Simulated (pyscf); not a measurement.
**Four-centre exchange: H₂N–GaH₂ (SMILES [NH2][GaH2]) + H₂O (SMILES O) → H₂N–GaH–OH (SMILES [NH2][GaH][OH]) + H₂ (SMILES [H][H])**

Gas phase, singlet surface, charge 0. Bonds broken: Ga2–H5, O7–H8. Bonds formed: Ga2–O7, H5–H8. Single points on ωB97X-D3(BJ)/def2-SVP structures (PySCF, gas phase).

Transition state (Å):

```xyz
9

N     -2.0825    -0.6552    -0.6598
Ga    -0.8229     0.6258    -0.3931
H     -1.8207    -1.6198    -0.8312
H     -2.9939    -0.6016    -0.2192
H      0.6188     0.0601     0.6532
H     -1.1027     2.1227    -0.0807
O      0.7324     0.2628    -1.5362
H      0.9837     0.1057    -0.2942
H      1.1716     1.0172    -1.9511
```

One imaginary mode, 1312i cm⁻¹; descent along it reached the two sides named, in the forms told below.

| bond | change | reactant side (Å) | saddle | product side |
|---|---|---|---|---|
| Ga2–H5 | breaks | 1.576 | 1.869 | 3.9 |
| O7–H8 | breaks | 0.967 | 1.277 | 2.461 |
| Ga2–O7 | forms | 2.256 | 1.964 | 1.795 |
| H5–H8 | forms | 2.7 | 1.016 | 0.762 |

Electronic energies relative to the separated reactants (kcal/mol):

```json
[
 {"level": "ωB97X-D3(BJ)/def2-TZVP", "barrier": "14.7", "reaction energy": "-10.8", "reverse barrier": "25.5"},
 {"level": "PBE/def2-TZVP", "barrier": "11.7", "reaction energy": "-9.6", "reverse barrier": "21.3"},
 {"level": "r²SCAN/def2-TZVP", "barrier": "11.0", "reaction energy": "-11.5", "reverse barrier": "22.6"},
 {"level": "B3LYP-D3(BJ)/def2-TZVP", "barrier": "15.1", "reaction energy": "-10.4", "reverse barrier": "25.5"},
 {"level": "PBE0-D3(BJ)/def2-TZVP", "barrier": "13.2", "reaction energy": "-9.0", "reverse barrier": "22.2"},
 {"level": "M06-2X/def2-TZVP", "barrier": "12.0", "reaction energy": "-14.3", "reverse barrier": "26.3"},
 {"level": "ωB97M-D3(BJ)/def2-TZVP", "barrier": "16.1", "reaction energy": "-9.3", "reverse barrier": "25.4"},
 {"level": "HF/def2-TZVP", "barrier": "28.1", "reaction energy": "-8.4", "reverse barrier": "36.5"}
]
```

With ωB97M-D3(BJ)/def2-TZVP energies and thermal terms (ideal gas, 1 atm, RRHO with modes under 100 cm⁻¹ raised to 100, one conformer, R ln 2 for chiral ones without a mode under 150 cm⁻¹), in kcal/mol:

```json
[
 {"T (K)": "298", "ΔH‡": "14.3", "ΔG‡": "23.9", "ΔH": "-11.7", "ΔG": "-10.4"},
 {"T (K)": "600", "ΔH‡": "14.4", "ΔG‡": "33.6", "ΔH": "-10.6", "ΔG": "-9.5"},
 {"T (K)": "900", "ΔH‡": "15.1", "ΔG‡": "43.1", "ΔH": "-9.6", "ΔG": "-9.1"},
 {"T (K)": "1200", "ΔH‡": "16.0", "ΔG‡": "52.3", "ΔH": "-9.0", "ΔG": "-9.1"}
]
```

On the reactant side the descent ends in an adduct with a Ga–O contact, 10.3 kcal/mol under the separated species and 25.0 kcal/mol under the saddle at ωB97X-D3(BJ)/def2-TZVP. What is counted as formed (Ga–O) is already present as a longer contact in the reactant adduct; forming that adduct is a step of its own. At the saddle there is also a short Ga–H contact that neither side keeps. This is the saddle that the search found; another between the same sides may lie lower. Elements up to Kr have no core potential and no relativistic terms here.
